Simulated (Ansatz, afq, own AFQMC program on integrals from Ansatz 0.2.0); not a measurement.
## HfH, quartet in def2-TZVPP, levels against CCSDT(Q)

```xyz
2

Hf    0.0000    0.0000    0.0000
H     0.0000    0.0000    1.8648
```

Basis def2-TZVPP with its core potentials. Only valence electrons are correlated. Ansatz 0.2.0 and our own AFQMC program on the same integrals; the CISD trial comes from CCSD amplitudes, and released means the phaseless constraint is let go. Error bars are statistical, one sigma. No spin–orbit coupling. The metal's outer-core s and p shells are frozen, which shifts wave-function levels against functionals.

Determinant: UHF, the one that the program's search chose, which needn't be the lowest solution. The geometry is a PBE0/def2-TZVP stationary point of this or a neighbouring charge and spin state.

No full CI on the walks' own integrals is used here; CCSDT(Q) serves as the reference and is uncertain by about the last step of the cluster series.

Cautions: no spin-orbit coupling; outer-core shells of the metal frozen; another spin lies lower (by 796 meV); the released energies are still falling, so no released level is given (meV from the phaseless value at times in 1/Eh: -2.0 ± 1.2 at 0.60, -2.4 ± 1.2 at 1.20, -8.0 ± 1.2 at 2.00, -10.7 ± 1.3 at 3.00, -9 ± 6 at 4.20).

- T1 diagnostic: 0.0287
- weight of the determinant in the CISD state: 0.940
- ⟨S²⟩ of the determinant: 3.757
- size of the correlated space: 5 electrons in 66 orbitals

Reference: CCSDT(Q), correlation energy -1.834 eV.

```csv
level,E − E(reference) (kJ/mol),share of correlation (%)
HF,177.0,0.00
MP2,43.2,75.61
CCSD,6.5,96.32
CCSD(T),2.0,98.88
CCSDT,0.2,99.91
ph-AFQMC/HF,9.2 ± 1.5,94.80
ph-AFQMC/CISD,1.5 ± 0.2,99.16
```
